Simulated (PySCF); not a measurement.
A thermochemical cycle for ClF

CCSD(T) in PySCF with def2-TZVPPD on every atom, for the lowest determinant that a PBE0 search found; no spin–orbit coupling. ClF, a singlet (closed shell), has De = 2.50 eV to neutral atoms, and ClF⁺, a doublet (π ↑), has De = 2.71 eV to Cl⁺ + F.

At the same level the Cl atom ionises at 12.73 eV.

**Question.** What is the adiabatic ionisation energy of the molecule, and does ionisation strengthen or weaken the bond?

**Answer.** IE = IE(Cl) + De(neutral) − De(ion) = 12.73 + 2.50 − 2.71 = 12.52 eV. De changes by +0.21 eV, so ionisation strengthens the bond.

Correlated steps freeze 6 core orbitals. For an ion De counts to the pair picked by the measured ionisation energies or electron affinities, which need not be the lowest pair at this level. Where the molecule has an RHF reference, its open-shell atoms are computed with UHF. States were picked by a PBE0 search and need not be the measured ground states.
